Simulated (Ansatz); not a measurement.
Job for Ansatz (a quantum-chemistry and plane-wave program): R-BHLYP/def2-TZVPP on allene (SMILES C=C=C).

Ansatz 0.2 input:
```yaml
crystal:
  periodic: [false, false, false]
  atoms:
    - {symbol: C, position_ang: [-1.30011624, 0.00077513, 0.00577659]}
    - {symbol: C, position_ang: [0.00000055, 0.00002112, 0.00004984]}
    - {symbol: C, position_ang: [1.30011659, -0.00076260, -0.00574837]}
    - {symbol: H, position_ang: [-1.85941349, 0.49911028, 0.78925614]}
    - {symbol: H, position_ang: [-1.86680746, -0.49692376, -0.77277803]}
    - {symbol: H, position_ang: [1.86486337, -0.78213738, 0.48973065]}
    - {symbol: H, position_ang: [1.86135668, 0.77991720, -0.50628684]}
basis:
  gaussian:
    orbitals: def2-TZVPP
hamiltonian:
  xc: {name: BHLYP}
scf: {lower_state_search: off}
```

Output:

```
WARN ansatz: RAYON_NUM_THREADS=1 ignored (pool sized by the plan → 1); use --threads N
Functional definition: BHLYP
these checks for a lower state are left out or cut short: stability, starts, cluster_reference, orbital_swaps, neighbouring_geometries, increment
integrals: 0.04 GiB planned
899 factors; their error is unknown
mean field: 0.48 GiB planned
mean field evaluation 1: about -3169.5988 eV, gradient 4.0e1 eV
mean field evaluation 2: about -3171.5248 eV, gradient 2.8e1 eV
mean field evaluation 4: about -3173.5033 eV, gradient 2.0e0 eV
mean field evaluation 8: about -3173.5139 eV, gradient 3.2e-2 eV
mean field evaluation 16: about -3173.5350 eV, gradient 1.4e-5 eV
mean field -3173.53497058 eV, -116.6252590697 hartree, gradient 1.3e-6 eV, S^2 0.000000; 0 other end points of the search recorded, 0 dependent functions left out
reference -3173.53511755 eV, -116.6252644704 hartree; 11, 11 occupied and 138, 138 virtual orbitals, 899 factors
Total energy: -3173.53511755 eV, -116.6252644704 hartree
Checks for a lower state left out: stability, starts, cluster_reference, orbital_swaps, neighbouring_geometries, increment
```

Self-consistency was reached.

Cost: around 1.9 core-seconds (rough).
